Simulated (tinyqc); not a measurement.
UHF in the sto-3g basis, for BH, spin multiplicity 3, step by step (part 1 of 2). This run ends on a higher stationary point, not on the lowest solution. Computed by tinyqc, a small Python program that keeps every step (integrals from PySCF). Settings: charge = 0, multiplicity = 3, basis = sto-3g, energy threshold = 1e-10, iteration cap = 75, orthogonalisation = symmetric, start = Wolfsberg-Helmholz matrix, DIIS depth = 0, damping = 0.5, method = UHF. Command: `OMP_NUM_THREADS=1 python tinyqc.py 23891 23892 out.jsonl` (the two numbers bound the seeds that draw the settings). One thread of a shared host (Intel(R) Xeon(R) Processor @ 2.60GHz), about 0.1 s of CPU time with the checks. Later iterations appear only in the table of the cycle.

## One-electron integrals

Geometry (angstrom):
```
atom       x       y       z
B     0.0000  0.0000  0.0000
H     0.0000  0.0000  1.2200
```

Basis sto-3g: exponents (1/bohr^2) and contraction coefficients of normalised primitives:
```
element  l (shell)  exponent  coefficient
B            s (1)   48.7911       0.1543
B            s (1)    8.8874       0.5353
B            s (1)    2.4053       0.4446
B            s (2)    2.2370      -0.1000
B            s (2)    0.5198       0.3995
B            s (2)    0.1691       0.7001
B            p (3)    2.2370       0.1559
B            p (3)    0.5198       0.6077
B            p (3)    0.1691       0.3920
H            s (1)    3.4253       0.1543
H            s (1)    0.6239       0.5353
H            s (1)    0.1689       0.4446
```

Overlap, kinetic and nuclear-attraction integrals over the contracted functions; the nuclear repulsion is the sum of Za Zb / Rab.

nuclear repulsion = 2.168759 hartree

overlap S:
```
         1B 1s   1B 2s  1B 2px  1B 2py  1B 2pz   2H 1s
1B 1s   1.0000  0.2693  0.0000  0.0000  0.0000  0.0621
1B 2s   0.2693  1.0000  0.0000  0.0000  0.0000  0.4605
1B 2px  0.0000  0.0000  1.0000  0.0000  0.0000  0.0000
1B 2py  0.0000  0.0000  0.0000  1.0000  0.0000  0.0000
1B 2pz  0.0000  0.0000  0.0000  0.0000  1.0000  0.4779
2H 1s   0.0621  0.4605  0.0000  0.0000  0.4779  1.0000
```

kinetic energy T (hartree):
```
          1B 1s    1B 2s  1B 2px  1B 2py  1B 2pz    2H 1s
1B 1s   10.8263  -0.0480  0.0000  0.0000  0.0000  -0.0144
1B 2s   -0.0480   0.3592  0.0000  0.0000  0.0000   0.0811
1B 2px   0.0000   0.0000  1.1239  0.0000  0.0000   0.0000
1B 2py   0.0000   0.0000  0.0000  1.1239  0.0000   0.0000
1B 2pz   0.0000   0.0000  0.0000  0.0000  1.1239   0.2149
2H 1s   -0.0144   0.0811  0.0000  0.0000  0.2149   0.7600
```

nuclear attraction V (hartree):
```
           1B 1s    1B 2s   1B 2px   1B 2py   1B 2pz    2H 1s
1B 1s   -23.5811  -3.2562   0.0000   0.0000  -0.0177  -0.7580
1B 2s    -3.2562  -4.1917   0.0000   0.0000  -0.1562  -1.7288
1B 2px    0.0000   0.0000  -4.1228   0.0000   0.0000   0.0000
1B 2py    0.0000   0.0000   0.0000  -4.1228   0.0000   0.0000
1B 2pz   -0.0177  -0.1562   0.0000   0.0000  -4.2388  -1.7243
2H 1s    -0.7580  -1.7288   0.0000   0.0000  -1.7243  -3.3675
```

core Hamiltonian H = T + V (hartree):
```
           1B 1s    1B 2s   1B 2px   1B 2py   1B 2pz    2H 1s
1B 1s   -12.7548  -3.3042   0.0000   0.0000  -0.0177  -0.7724
1B 2s    -3.3042  -3.8325   0.0000   0.0000  -0.1562  -1.6477
1B 2px    0.0000   0.0000  -2.9989   0.0000   0.0000   0.0000
1B 2py    0.0000   0.0000   0.0000  -2.9989   0.0000   0.0000
1B 2pz   -0.0177  -0.1562   0.0000   0.0000  -3.1150  -1.5094
2H 1s    -0.7724  -1.6477   0.0000   0.0000  -1.5094  -2.6074
```

## Two-electron integrals

Functions are numbered as in S; the eight-fold symmetry (ij|kl) = (ji|kl) = (kl|ij) leaves the list below.

Two-electron integrals (ij|kl) in chemists' order, unique and non-zero (hartree):
```
(11|11) 2.9235   (21|11) 0.5184   (21|21) 0.1093   (22|11) 0.7442
(22|21) 0.1932   (22|22) 0.5448   (31|31) 0.0203   (32|31) 0.0300
(32|32) 0.1203   (33|11) 0.7425   (33|21) 0.1932   (33|22) 0.5447
(33|33) 0.5868   (41|41) 0.0203   (42|41) 0.0300   (42|42) 0.1203
(43|43) 0.0316   (44|11) 0.7425   (44|21) 0.1932   (44|22) 0.5447
(44|33) 0.5235   (44|44) 0.5868   (51|51) 0.0203   (52|51) 0.0300
(52|52) 0.1203   (53|53) 0.0316   (54|54) 0.0316   (55|11) 0.7425
(55|21) 0.1932   (55|22) 0.5447   (55|33) 0.5235   (55|44) 0.5235
(55|55) 0.5868   (61|11) 0.1192   (61|21) 0.0250   (61|22) 0.0444
(61|33) 0.0442   (61|44) 0.0442   (61|51) 0.0018   (61|52) 0.0034
(61|55) 0.0449   (61|61) 0.0059   (62|11) 0.2734   (62|21) 0.0720
(62|22) 0.2216   (62|33) 0.2154   (62|44) 0.2154   (62|51) 0.0079
(62|52) 0.0473   (62|55) 0.2338   (62|61) 0.0176   (62|62) 0.1216
(63|31) 0.0074   (63|32) 0.0341   (63|53) 0.0090   (63|63) 0.0139
(64|41) 0.0074   (64|42) 0.0341   (64|54) 0.0090   (64|64) 0.0139
(65|11) 0.2506   (65|21) 0.0669   (65|22) 0.2174   (65|33) 0.2058
(65|44) 0.2058   (65|51) 0.0138   (65|52) 0.0766   (65|55) 0.2403
(65|61) 0.0172   (65|62) 0.1399   (65|65) 0.1715   (66|11) 0.4276
(66|21) 0.1147   (66|22) 0.3983   (66|33) 0.3744   (66|44) 0.3744
(66|51) 0.0159   (66|52) 0.1237   (66|55) 0.4456   (66|61) 0.0287
(66|62) 0.2748   (66|65) 0.3445   (66|66) 0.7746
```

## Orthogonalisation

S = U s U^T; symmetric (Loewdin) form X = U s^(-1/2) U^T, so that X^T S X = 1.

eigenvalues of S: 0.3233  0.7964  1.0000  1.0000  1.1691  1.7111

X:
```
          1B 1s    1B 2s  1B 2px  1B 2py   1B 2pz    2H 1s
1B 1s    1.0303  -0.1541  0.0000  0.0000  -0.0130   0.0279
1B 2s   -0.1541   1.1559  0.0000  0.0000   0.1286  -0.3376
1B 2px   0.0000   0.0000  1.0000  0.0000   0.0000   0.0000
1B 2py   0.0000   0.0000  0.0000  1.0000   0.0000   0.0000
1B 2pz  -0.0130   0.1286  0.0000  0.0000   1.1300  -0.3428
2H 1s    0.0279  -0.3376  0.0000  0.0000  -0.3428   1.2522
```

## Starting guess

The start is the generalised Wolfsberg-Helmholz matrix (K = 1.75) built on H; D(s) = C_occ C_occ^T for each spin.

D(alpha) at the start:
```
          1B 1s    1B 2s  1B 2px  1B 2py   1B 2pz    2H 1s
1B 1s    0.9945  -0.0067  0.0000  0.0000  -0.0701  -0.0941
1B 2s   -0.0067   0.1604  0.0000  0.0000   0.1902   0.1907
1B 2px   0.0000   0.0000  1.0000  0.0000   0.0000   0.0000
1B 2py   0.0000   0.0000  0.0000  1.0000   0.0000   0.0000
1B 2pz  -0.0701   0.1902  0.0000  0.0000   0.2294   0.2315
2H 1s   -0.0941   0.1907  0.0000  0.0000   0.2315   0.2341
```

D(beta) at the start:
```
          1B 1s    1B 2s  1B 2px  1B 2py   1B 2pz    2H 1s
1B 1s    0.9945  -0.0067  0.0000  0.0000  -0.0701  -0.0941
1B 2s   -0.0067   0.1604  0.0000  0.0000   0.1902   0.1907
1B 2px   0.0000   0.0000  0.0000  0.0000   0.0000   0.0000
1B 2py   0.0000   0.0000  0.0000  0.0000   0.0000   0.0000
1B 2pz  -0.0701   0.1902  0.0000  0.0000   0.2294   0.2315
2H 1s   -0.0941   0.1907  0.0000  0.0000   0.2315   0.2341
```

## Iteration 1: building the Fock matrix

J_ij = sum D_kl (ij|kl) with D = D(alpha) + D(beta), K_ij = sum D_kl (ik|jl) for each spin; F = H + J - K(s); E = tr D H + tr D J / 2 - 0.5 sum_s tr D(s) K(s) + E_nn.

Coulomb J (hartree):
```
         1B 1s   1B 2s  1B 2px  1B 2py  1B 2pz   2H 1s
1B 1s   8.4612  1.7264  0.0000  0.0000  0.0427  0.4022
1B 2s   1.7264  3.5292  0.0000  0.0000  0.2468  1.5291
1B 2px  0.0000  0.0000  3.5104  0.0000  0.0000  0.0000
1B 2py  0.0000  0.0000  0.0000  3.5104  0.0000  0.0000
1B 2pz  0.0427  0.2468  0.0000  0.0000  3.5552  1.5630
2H 1s   0.4022  1.5291  0.0000  0.0000  1.5630  2.8986
```

exchange K(alpha) (hartree):
```
          1B 1s   1B 2s  1B 2px  1B 2py   1B 2pz   2H 1s
1B 1s    2.9525  0.6085  0.0000  0.0000  -0.0038  0.1414
1B 2s    0.6085  0.5831  0.0000  0.0000   0.2589  0.4028
1B 2px   0.0000  0.0000  0.6837  0.0000   0.0000  0.0000
1B 2py   0.0000  0.0000  0.0000  0.6837   0.0000  0.0000
1B 2pz  -0.0038  0.2589  0.0000  0.0000   0.4150  0.4080
2H 1s    0.1414  0.4028  0.0000  0.0000   0.4080  0.5833
```

exchange K(beta) (hartree):
```
          1B 1s   1B 2s  1B 2px  1B 2py   1B 2pz   2H 1s
1B 1s    2.9119  0.5485  0.0000  0.0000  -0.0038  0.1266
1B 2s    0.5485  0.3424  0.0000  0.0000   0.2589  0.3347
1B 2px   0.0000  0.0000  0.0653  0.0000   0.0000  0.0000
1B 2py   0.0000  0.0000  0.0000  0.0653   0.0000  0.0000
1B 2pz  -0.0038  0.2589  0.0000  0.0000   0.3517  0.3900
2H 1s    0.1266  0.3347  0.0000  0.0000   0.3900  0.5556
```

F(alpha) (hartree):
```
          1B 1s    1B 2s   1B 2px   1B 2py   1B 2pz    2H 1s
1B 1s   -7.2461  -2.1863   0.0000   0.0000   0.0288  -0.5116
1B 2s   -2.1863  -0.8864   0.0000   0.0000  -0.1682  -0.5215
1B 2px   0.0000   0.0000  -0.1722   0.0000   0.0000   0.0000
1B 2py   0.0000   0.0000   0.0000  -0.1722   0.0000   0.0000
1B 2pz   0.0288  -0.1682   0.0000   0.0000   0.0253  -0.3544
2H 1s   -0.5116  -0.5215   0.0000   0.0000  -0.3544  -0.2921
```

F(beta) (hartree):
```
          1B 1s    1B 2s  1B 2px  1B 2py   1B 2pz    2H 1s
1B 1s   -7.2056  -2.1263  0.0000  0.0000   0.0288  -0.4968
1B 2s   -2.1263  -0.6457  0.0000  0.0000  -0.1682  -0.4534
1B 2px   0.0000   0.0000  0.4462  0.0000   0.0000   0.0000
1B 2py   0.0000   0.0000  0.0000  0.4462   0.0000   0.0000
1B 2pz   0.0288  -0.1682  0.0000  0.0000   0.0886  -0.3365
2H 1s   -0.4968  -0.4534  0.0000  0.0000  -0.3365  -0.2644
```

total energy of this density = -24.472190 hartree

This density is the starting one.

## Iteration 1: diagonalisation and new density

Diagonalise F' = X^T F X, C = X C', fill 4 alpha and 2 beta electrons from the bottom; D(s) = C_occ C_occ^T; the new density keeps 0.5 of the old one (damping). Each column has its largest component positive (the first on a tie).

F' = X^T F X (alpha) (hartree):
```
         1        2        3        4        5        6
1  -7.0455  -1.2018   0.0000   0.0000   0.0248  -0.0604
2  -1.2018  -0.2771   0.0000   0.0000   0.0231  -0.4181
3   0.0000   0.0000  -0.1722   0.0000   0.0000   0.0000
4   0.0000   0.0000   0.0000  -0.1722   0.0000   0.0000
5   0.0248   0.0231   0.0000   0.0000   0.2556  -0.4623
6  -0.0604  -0.4181   0.0000   0.0000  -0.4623   0.1493
```

orbital energies (alpha) (hartree): MO1 -7.2549, MO2 -0.4938, MO3 -0.1722, MO4 -0.1722, MO5 0.0580, MO6 0.7731

coefficients C (alpha):
```
            MO1      MO2      MO3     MO4      MO5      MO6
1B 1s    0.9892  -0.2005   0.0000  0.0000  -0.2266   0.1267
1B 2s    0.0393   0.5472   0.0000  0.0000   0.8214  -0.7174
1B 2px   0.0000   0.0000   0.9391  0.3436   0.0000   0.0000
1B 2py   0.0000   0.0000  -0.3436  0.9391   0.0000   0.0000
1B 2pz   0.0001   0.3018   0.0000  0.0000  -0.5707  -0.9971
2H 1s   -0.0073   0.4969   0.0000  0.0000  -0.3297   1.2019
```

F' = X^T F X (beta) (hartree):
```
         1        2       3       4        5        6
1  -7.0155  -1.1779  0.0000  0.0000   0.0256  -0.0617
2  -1.1779  -0.0249  0.0000  0.0000   0.0325  -0.4133
3   0.0000   0.0000  0.4462  0.0000   0.0000   0.0000
4   0.0000   0.0000  0.0000  0.4462   0.0000   0.0000
5   0.0256   0.0325  0.0000  0.0000   0.3237  -0.4628
6  -0.0617  -0.4133  0.0000  0.0000  -0.4628   0.1546
```

orbital energies (beta) (hartree): MO1 -7.2109, MO2 -0.3968, MO3 0.2060, MO4 0.4462, MO5 0.4462, MO6 0.8397

coefficients C (beta):
```
            MO1      MO2      MO3     MO4      MO5      MO6
1B 1s    0.9919  -0.1555  -0.2377  0.0000   0.0000   0.1474
1B 2s    0.0299   0.3886   0.8425  0.0000   0.0000  -0.7929
1B 2px   0.0000   0.0000   0.0000  0.5192   0.8547   0.0000
1B 2py   0.0000   0.0000   0.0000  0.8547  -0.5192   0.0000
1B 2pz  -0.0012   0.3257  -0.5850  0.0000   0.0000  -0.9812
2H 1s   -0.0048   0.6008  -0.1836  0.0000   0.0000   1.1856
```

D(alpha) after iteration 1:
```
          1B 1s    1B 2s  1B 2px  1B 2py   1B 2pz    2H 1s
1B 1s    1.0066  -0.0388  0.0000  0.0000  -0.0653  -0.1005
1B 2s   -0.0388   0.2307  0.0000  0.0000   0.1777   0.2312
1B 2px   0.0000   0.0000  1.0000  0.0000   0.0000   0.0000
1B 2py   0.0000   0.0000  0.0000  1.0000   0.0000   0.0000
1B 2pz  -0.0653   0.1777  0.0000  0.0000   0.1602   0.1907
2H 1s   -0.1005   0.2312  0.0000  0.0000   0.1907   0.2406
```

D(beta) after iteration 1:
```
          1B 1s    1B 2s  1B 2px  1B 2py   1B 2pz    2H 1s
1B 1s    1.0012  -0.0187  0.0000  0.0000  -0.0610  -0.0962
1B 2s   -0.0187   0.1562  0.0000  0.0000   0.1584   0.2120
1B 2px   0.0000   0.0000  0.0000  0.0000   0.0000   0.0000
1B 2py   0.0000   0.0000  0.0000  0.0000   0.0000   0.0000
1B 2pz  -0.0610   0.1584  0.0000  0.0000   0.1677   0.2136
2H 1s   -0.0962   0.2120  0.0000  0.0000   0.2136   0.2976
```

Within a degenerate level the vectors are fixed only up to a rotation; this is one choice.

## Iteration 2: building the Fock matrix

As before.

Coulomb J (hartree):
```
         1B 1s   1B 2s  1B 2px  1B 2py  1B 2pz   2H 1s
1B 1s   8.4551  1.7226  0.0000  0.0000  0.0411  0.4012
1B 2s   1.7226  3.5199  0.0000  0.0000  0.2424  1.5255
1B 2px  0.0000  0.0000  3.5027  0.0000  0.0000  0.0000
1B 2py  0.0000  0.0000  0.0000  3.5027  0.0000  0.0000
1B 2pz  0.0411  0.2424  0.0000  0.0000  3.5425  1.5592
2H 1s   0.4012  1.5255  0.0000  0.0000  1.5592  2.9012
```

exchange K(alpha) (hartree):
```
          1B 1s   1B 2s  1B 2px  1B 2py   1B 2pz   2H 1s
1B 1s    2.9615  0.6014  0.0000  0.0000  -0.0039  0.1391
1B 2s    0.6014  0.6160  0.0000  0.0000   0.2501  0.4179
1B 2px   0.0000  0.0000  0.6903  0.0000   0.0000  0.0000
1B 2py   0.0000  0.0000  0.0000  0.6903   0.0000  0.0000
1B 2pz  -0.0039  0.2501  0.0000  0.0000   0.3687  0.3782
2H 1s    0.1391  0.4179  0.0000  0.0000   0.3782  0.5744
```

exchange K(beta) (hartree):
```
          1B 1s   1B 2s  1B 2px  1B 2py   1B 2pz   2H 1s
1B 1s    2.9184  0.5419  0.0000  0.0000  -0.0029  0.1258
1B 2s    0.5419  0.3439  0.0000  0.0000   0.2485  0.3435
1B 2px   0.0000  0.0000  0.0642  0.0000   0.0000  0.0000
1B 2py   0.0000  0.0000  0.0000  0.0642   0.0000  0.0000
1B 2pz  -0.0029  0.2485  0.0000  0.0000   0.3199  0.3819
2H 1s    0.1258  0.3435  0.0000  0.0000   0.3819  0.5839
```

F(alpha) (hartree):
```
          1B 1s    1B 2s   1B 2px   1B 2py   1B 2pz    2H 1s
1B 1s   -7.2613  -2.1829   0.0000   0.0000   0.0273  -0.5104
1B 2s   -2.1829  -0.9286   0.0000   0.0000  -0.1638  -0.5402
1B 2px   0.0000   0.0000  -0.1865   0.0000   0.0000   0.0000
1B 2py   0.0000   0.0000   0.0000  -0.1865   0.0000   0.0000
1B 2pz   0.0273  -0.1638   0.0000   0.0000   0.0588  -0.3284
2H 1s   -0.5104  -0.5402   0.0000   0.0000  -0.3284  -0.2806
```

F(beta) (hartree):
```
          1B 1s    1B 2s  1B 2px  1B 2py   1B 2pz    2H 1s
1B 1s   -7.2182  -2.1234  0.0000  0.0000   0.0263  -0.4970
1B 2s   -2.1234  -0.6565  0.0000  0.0000  -0.1622  -0.4658
1B 2px   0.0000   0.0000  0.4396  0.0000   0.0000   0.0000
1B 2py   0.0000   0.0000  0.0000  0.4396   0.0000   0.0000
1B 2pz   0.0263  -0.1622  0.0000  0.0000   0.1076  -0.3320
2H 1s   -0.4970  -0.4658  0.0000  0.0000  -0.3320  -0.2901
```

total energy of this density = -24.506113 hartree

This density is a damped mixture and is not idempotent.

## Iteration 2: diagonalisation and new density

As before.

F' = X^T F X (alpha) (hartree):
```
         1        2        3        4        5        6
1  -7.0633  -1.1901   0.0000   0.0000   0.0226  -0.0582
2  -1.1901  -0.3193   0.0000   0.0000   0.0261  -0.4319
3   0.0000   0.0000  -0.1865   0.0000   0.0000   0.0000
4   0.0000   0.0000   0.0000  -0.1865   0.0000   0.0000
5   0.0226   0.0261   0.0000   0.0000   0.2819  -0.4457
6  -0.0582  -0.4319   0.0000   0.0000  -0.4457   0.1611
```

orbital energies (alpha) (hartree): MO1 -7.2695, MO2 -0.5062, MO3 -0.1865, MO4 -0.1865, MO5 0.0586, MO6 0.7775

coefficients C (alpha):
```
            MO1      MO2      MO3     MO4      MO5      MO6
1B 1s    0.9895  -0.2168   0.0000  0.0000  -0.2110   0.1245
1B 2s    0.0383   0.6093   0.0000  0.0000   0.7833  -0.7099
1B 2px   0.0000   0.0000   0.8218  0.5698   0.0000   0.0000
1B 2py   0.0000   0.0000  -0.5698  0.8218   0.0000   0.0000
1B 2pz   0.0002   0.2589   0.0000  0.0000  -0.5837  -1.0017
2H 1s   -0.0071   0.4686   0.0000  0.0000  -0.3767   1.1995
```

F' = X^T F X (beta) (hartree):
```
         1        2       3       4        5        6
1  -7.0299  -1.1717  0.0000  0.0000   0.0219  -0.0611
2  -1.1717  -0.0321  0.0000  0.0000   0.0424  -0.4196
3   0.0000   0.0000  0.4396  0.0000   0.0000   0.0000
4   0.0000   0.0000  0.0000  0.4396   0.0000   0.0000
5   0.0219   0.0424  0.0000  0.0000   0.3443  -0.4579
6  -0.0611  -0.4196  0.0000  0.0000  -0.4579   0.1234
```

orbital energies (beta) (hartree): MO1 -7.2232, MO2 -0.4094, MO3 0.2005, MO4 0.4396, MO5 0.4396, MO6 0.8377

coefficients C (beta):
```
            MO1      MO2      MO3     MO4      MO5      MO6
1B 1s    0.9922  -0.1570  -0.2352  0.0000   0.0000   0.1479
1B 2s    0.0288   0.3894   0.8429  0.0000   0.0000  -0.7921
1B 2px   0.0000   0.0000   0.0000  0.2134   0.9770   0.0000
1B 2py   0.0000   0.0000   0.0000  0.9770  -0.2134   0.0000
1B 2pz  -0.0010   0.2940  -0.5810  0.0000   0.0000  -0.9935
2H 1s   -0.0045   0.6207  -0.2080  0.0000   0.0000   1.1712
```

D(alpha) after iteration 2:
```
          1B 1s    1B 2s  1B 2px  1B 2py   1B 2pz    2H 1s
1B 1s    1.0164  -0.0665  0.0000  0.0000  -0.0606  -0.1046
1B 2s   -0.0665   0.3017  0.0000  0.0000   0.1677   0.2582
1B 2px   0.0000   0.0000  1.0000  0.0000   0.0000   0.0000
1B 2py   0.0000   0.0000  0.0000  1.0000   0.0000   0.0000
1B 2pz  -0.0606   0.1677  0.0000  0.0000   0.1136   0.1560
2H 1s   -0.1046   0.2582  0.0000  0.0000   0.1560   0.2301
```

D(beta) after iteration 2:
```
          1B 1s    1B 2s  1B 2px  1B 2py   1B 2pz    2H 1s
1B 1s    1.0051  -0.0256  0.0000  0.0000  -0.0541  -0.0990
1B 2s   -0.0256   0.1543  0.0000  0.0000   0.1364   0.2268
1B 2px   0.0000   0.0000  0.0000  0.0000   0.0000   0.0000
1B 2py   0.0000   0.0000  0.0000  0.0000   0.0000   0.0000
1B 2pz  -0.0541   0.1364  0.0000  0.0000   0.1271   0.1980
2H 1s   -0.0990   0.2268  0.0000  0.0000   0.1980   0.3414
```

Within a degenerate level the vectors are fixed only up to a rotation; this is one choice.
